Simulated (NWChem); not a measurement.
**Correlation energy of water (H₂O)**

```
O
H 1 0.9747
H 1 0.9747 2 102.04
```
Charge 0, spin multiplicity 1.

The numbers come from NWChem runs, not from measurements. All single points use one geometry, from PBE/def2-SVP, a minimum by its harmonic frequencies.

Basis set: cc-pVTZ. Each correlation energy counts from its own Hartree-Fock reference.

The correlated methods keep 1 core orbital frozen. No row is a measurement; the coupled-cluster row has its own basis-set and correlation limits.

### Question
Order these methods by the correlation energy they give, lowest first: MP2, CR-CCSD(T), CCSD, CCSD(T), SCS-MP2.

### Answer
CCSD(T) (-276.6 mHa), CR-CCSD(T) (-275.6 mHa), CCSD (-268.7 mHa), MP2 (-263.0 mHa), SCS-MP2 (-260.2 mHa)
